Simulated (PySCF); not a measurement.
**Rotational lines of BCl**

Lines J+1 ← J of the vibrational ground state, computed from RHF-CCSD(T) constants of BCl, ¹Σ⁺ (singlet), closed shell (B 6-311G(d,p), Cl 6-311G(d,p); no relativity (PySCF 2.14); masses 11.0093 and 34.9689 u), in MHz:

```tsv
J	ν (MHz)
2	121207.2
3	161604.0
4	201996.0
5	242381.9
6	282760.5
```

(1) Find B0 and the effective bond length r0; with αe = 0.00646 cm⁻¹, find Re.

Correlated steps freeze 6 core orbitals. Where the molecule has an RHF reference, its open-shell atoms are computed with UHF.

Results:

(1) ν = 2B0(J+1) − 4D(J+1)³ gives B0 = 0.67387 cm⁻¹. With the reduced mass μred = 8.3732 u, r0 = √(16.8576/(μred·B0)) (u, cm⁻¹, Å) = 1.7285 Å. Be = B0 + αe/2 = 0.67710 cm⁻¹ gives Re = 1.724 Å.
